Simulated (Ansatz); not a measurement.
Reaction: C3H8O2 (dimethoxymethane, SMILES COCOC) → CH3O (SMILES [O]C, doublet) + C2H5O (SMILES CO[CH2], doublet) (the C-O bond breaks)
Each species at its own B3LYP-D3(BJ)/def2-TZVP minimum (Ansatz, a quantum-chemistry and plane-wave program), one conformer.

Property: bond dissociation energy (electronic), in kJ/mol. UHF or UKS for unpaired electrons; spin-orbit terms are left out. CBS(X,Y): correlation extrapolated as X^-3, Hartree-Fock from the larger set. A bracket is a step between two methods taken in the basis named. The functionals are non-relativistic, so their misses hold any scalar relativity. Double hybrids freeze cores in their MP2 part. '+ core + X2C': CCSD(T) terms for core correlation (cc-pwCVTZ) and scalar relativity (cc-pVTZ-DK).

CCSD(T)/CBS(cc-pVTZ,cc-pVQZ) + [CCSDT(Q) - CCSD(T)]/cc-pVDZ + core + X2C (Ansatz) gives 387.5 kJ/mol.

Q: How far off this value is PBE/def2-TZVPD (Ansatz), in which direction, and which of these levels come nearer: r2SCAN/def2-TZVPD, B3LYP/def2-TZVPD, B2PLYP/def2-TZVPD, CCSD(T)/CBS(cc-pVTZ,cc-pVQZ) + core + X2C?

A: PBE gives 354.5 kJ/mol, 33.0 kJ/mol below it. Differences of the others: r2SCAN/def2-TZVPD (Ansatz) -43.4; B3LYP/def2-TZVPD (Ansatz) -48.9; B2PLYP/def2-TZVPD (Ansatz) -25.2; CCSD(T)/CBS(cc-pVTZ,cc-pVQZ) + core + X2C (Ansatz) 0.5 kJ/mol. Nearer than PBE: B2PLYP/def2-TZVPD, CCSD(T)/CBS(cc-pVTZ,cc-pVQZ) + core + X2C.
